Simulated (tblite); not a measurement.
C5H11P.
Structure used (GFN2-xTB), in Å, numbered top down from 1:
```
atom  x, y, z in Å
C1     1.9763   -1.5626    0.4251
C2     1.2471   -0.4628    0.5023
P3     0.3309    0.2159   -0.9255
C4     0.8154    1.9907   -0.6866
C5    -1.3372    0.3178   -0.0906
C6    -1.9652   -1.0604    0.0580
H7     2.5119   -1.9623    1.2727
H8     2.0668   -2.1105   -0.4985
H9     1.1609    0.0843    1.4373
H10    1.8577    2.1120   -0.9759
H11    0.2024    2.6167   -1.3326
H12    0.6881    2.3040    0.3492
H13   -1.9724    0.9534   -0.7139
H14   -1.2289    0.7979    0.8872
H15   -2.0766   -1.5332   -0.9155
H16   -1.3366   -1.7004    0.6750
H17   -2.9475   -0.9885    0.5223
```

Method: GFN2-xTB as coded in tblite; computed harmonic values from a numerical Hessian at the method's own geometry, unscaled. Errors from tens to a few hundred cm⁻¹ against measured bands are possible. One conformer, not necessarily the lowest.

Harmonic wavenumbers (cm⁻¹): 39.3, 79.7, 166.2, 173.3, 195.2, 224.6, 252.9, 316.4, 368.0, 545.7, 667.8, 695.6, 727.9, 772.5, 871.2, 878.4, 904.9, 983.3, 1004.9, 1015.8, 1018.9, 1078.4, 1225.9, 1238.3, 1254.9, 1318.0, 1398.1, 1410.8, 1443.3, 1450.9, 1460.3, 1496.9, 1502.5, 1667.9, 2921.4, 2950.2, 2977.8, 2984.0, 3012.1, 3014.4, 3016.5, 3021.3, 3033.3, 3077.4, 3110.6.

A = 2993, B = 2495, C = 1564 MHz; mass 102.060 u (most abundant isotopes); point group C1, symmetry number 1.

Q: Zero-point energy?

A: Half the sum of the wavenumbers: 31484 cm⁻¹ = 90.02 kcal/mol.

Q: Entropy at 200 K, 1 bar (ideal gas, RRHO, classical rotation)?

A: Translation 37.82, rotation 26.52, vibration 16.71: S = 81.1 cal/(mol K).

Q: And Cp and H(200 K) − H(0)?

A: Cp = 25.42 cal/(mol K), of which vibrations give 17.47 (their classical limit is 45 R = 89.4); H(200 K) − H(0) = 3.40 kcal/mol without the zero-point energy, 1.81 from vibrations.

Q: Which modes carry the vibrational entropy at 200 K?

A: 39.3 cm⁻¹: 4.50; 79.7 cm⁻¹: 3.12; 166.2 cm⁻¹: 1.75; 173.3 cm⁻¹: 1.67; 195.2 cm⁻¹: 1.47; 224.6 cm⁻¹: 1.24 cal/(mol K); the other 39 give 2.97 together.

Q: How do the functions run with temperature in this model?

A: 
```csv
T (K),S (cal/(mol K)),Cp (cal/(mol K)),H − H(0) (kcal/mol),G − H(0) (kcal/mol),ln q(vib)
100,66.4,17.6,1.24,-5.40,1.55
300,92.9,33.4,6.34,-21.52,6.09
500,113.6,48.6,14.61,-42.21,10.44
800,140.1,64.0,31.69,-80.40,16.65
1000,155.2,71.1,45.23,-109.96,20.52
```

q(vib) and H(0) count from the zero-point level.

Q: What must be added to the electronic energy to get the Gibbs energy at 200 K and 1 bar?

A: ZPE + [H(200 K) − H(0)] − T·S = 90.02 + 3.40 − 16.21 = 77.21 kcal/mol.

Q: Blend soft modes into free rotors: weight 1/[1 + (100 cm⁻¹/ν̃)⁴] for the oscillator and the rest for a rotor with moment μB/(μ + B), μ = h/(8π²ν), B = 10⁻⁴⁴ kg m². What vibrational entropy results?

A: 15.42 cal/(mol K) in place of 16.71, which changes −T·S at 200 K by +0.26 kcal/mol.

Hindered rotation and anharmonicity are outside this model. Other conformers, if any are populated, would add a mixing term that is left out. The structure is chiral; the term R ln 2 for an equal mix with its mirror image is left out.
